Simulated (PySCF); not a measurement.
```xyz
4

Cl    -0.8997    -1.4868    -0.0001
B      0.0000     0.0000     0.0000
Cl    -0.8379     1.5224     0.0001
Cl     1.7376    -0.0355     0.0000
```

Charge 0, multiplicity 1.

Task: Give the Mulliken and meta-Löwdin atomic charges from PBE-D3(BJ)/def2-TZVP // CAM-B3LYP-D3(BJ)/def2-TZVP (PySCF 2.14.0).

Result: 
| atom | Mulliken (e) | meta-Löwdin (e) |
|---|---|---|
| Cl1 | -0.08 | -0.01 |
| B2 | 0.23 | 0.03 |
| Cl3 | -0.08 | -0.01 |
| Cl4 | -0.08 | -0.01 |
